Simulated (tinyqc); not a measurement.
Harmonic frequencies on the RHF/sto-3g surface (energies and gradients from PySCF), for H3O+, spin multiplicity 1, step by step. One step of it, computed by the program tinyqc.

Problem. One row of the Hessian: 1Ox. Displace 1Ox by +/-0.002 bohr; H(k, :) = (g(+) - g(-)) / (2 delta).

optimised positions (bohr):
```
            x          y          z
1O   0.026987   0.025683   0.458176
2H   1.839416  -0.015906  -0.006185
3H  -0.845634   1.603072  -0.044429
4H  -0.905496  -1.531591   0.002509
```

gradient at +delta (hartree/bohr):
```
              x            y            z
1O   0.00214249   0.00000584   0.00001303
2H  -0.00119687   0.00002197   0.00036694
3H  -0.00045689   0.00040762  -0.00018921
4H  -0.00048873  -0.00043543  -0.00019076
```

gradient at -delta (hartree/bohr):
```
              x            y            z
1O  -0.00213486   0.00000560  -0.00000608
2H   0.00120335  -0.00002617  -0.00036792
3H   0.00044975  -0.00040462   0.00018786
4H   0.00048176   0.00042520   0.00018613
```

Give: row of the Hessian.

Solution.

row of the Hessian (hartree/bohr^2): 1Ox 1.069337, 1Oy 0.000060, 1Oz 0.004778, 2Hx -0.600056, 2Hy 0.012035, 2Hz 0.183715, 3Hx -0.226659, 3Hy 0.203061, 3Hz -0.094269, 4Hx -0.242622, 4Hy -0.215156, 4Hz -0.094223
